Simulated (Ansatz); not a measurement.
# C2H3NO2: the cost of one run

All numbers below are computed with Ansatz 0.2.0 (RKS PBE/def2-SVP).

## 1. The system as given

Bond lengths: N1–C2 1.345 Å, C2–O3 1.207 Å, C2–C4 1.551 Å, C4–O5 1.246 Å, N1–H6 1.075 Å, N1–H7 0.971 Å, C4–H8 1.076 Å. Angles: N1–C2–O3 122.4°, N1–C2–C4 118.9°, O3–C2–C4 118.6°, C2–N1–H6 117.1°, C2–N1–H7 122.9°, H6–N1–H7 119.7°, C2–C4–O5 116.2°, C2–C4–H8 117.1°, O5–C4–H8 126.5°.

As a file:

```xyz
8

N    -0.7695   -0.8535    0.4451
C     0.2665   -0.4236   -0.2964
O     0.9278   -1.1693   -0.9776
C     0.6654    1.0735   -0.2316
O    -0.0924    1.8171    0.4213
H    -1.3431   -0.1066    0.9639
H    -1.0708   -1.7766    0.4448
H     1.5083    1.3818   -0.8253
```

## 2. End point A

input.yaml reads:

```yaml
crystal:
  periodic: [false, false, false]
  atoms:
    - { symbol: "N", position_ang: [-0.7695, -0.8535, 0.4451] }
    - { symbol: C, position_ang: [0.2665, -0.4236, -0.2964] }
    - { symbol: O, position_ang: [0.9278, -1.1693, -0.9776] }
    - { symbol: C, position_ang: [0.6654, 1.0735, -0.2316] }
    - { symbol: O, position_ang: [-0.0924, 1.8171, 0.4213] }
    - { symbol: H, position_ang: [-1.3431, -0.1066, 0.9639] }
    - { symbol: H, position_ang: [-1.0708, -1.7766, 0.4448] }
    - { symbol: H, position_ang: [1.5083, 1.3818, -0.8253] }
basis:
  gaussian: { orbitals: def2-SVP }
hamiltonian:
  xc: pbe
relax:
  f_tol: 0.02
  max_steps: 50
output:
  orbitals: {}
```

Started as:

```sh
ansatz run input.yaml --threads 2 --pin off --max-ram 3072MiB --backend cpu --events-out ev --progress --plain --runs-dir out
```

What time and memory should one allow on 2 threads of Arm Neoverse V2, shared host?

About 8.7 s, with a peak of 0.15 GiB.
